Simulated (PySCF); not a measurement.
Compound: C5H10S.
Numbering: `[CH3:1][S:2][CH:3]1[CH2:4][CH2:5][CH2:6]1` (hydrogens: H7, H8, H9 on C1; H10 on C3; H11, H12 on C4; H13, H14 on C5; H15, H16 on C6)

Torsions of this conformer, `[CH3:1][S:2][CH:3]1[CH2:4][CH2:5][CH2:6]1`: C1–S2–C3–C4 -72°.

The closed-shell ground state was solved at several levels (PySCF, density fitting, gas phase, non-relativistic). One conformer (not necessarily the lowest) at the PBE0-D3(BJ)/def2-SVP geometry, without solvent, vibrations or thermal averaging.

| level | basis functions | HOMO (eV) | LUMO (eV) | gap (eV) | dipole (D) |
| --- | --- | --- | --- | --- | --- |
| PBE0/def2-SVPD | 207 | -6.22 | 0.52 | 6.74 | 1.73 |
| PBE0/pcSseg-1 | 159 | -6.21 | 0.95 | 7.16 | 1.65 |

Q: Estimate the row for CAM-B3LYP/pcSseg-2, a basis of 363 functions; the other rows only guide the guess.

A: HOMO -7.55 eV, LUMO 1.20 eV, gap 8.75 eV, dipole 1.66 D.

Q: Over all these levels, which gives the widest orbital gap and which the narrowest?

A: CAM-B3LYP/pcSseg-2 (range-separated hybrid) has the widest, 8.75 eV, and PBE0/def2-SVPD (global hybrid, 25 % exact exchange) the narrowest, 6.74 eV. Functional and basis both differ between the two, so the spread mixes both effects.

Q: How far do the dipole and the HOMO energy spread over the levels?

A: The dipole runs from 1.65 to 1.73 D (mean 1.68 D) and the HOMO from -7.55 to -6.21 eV.
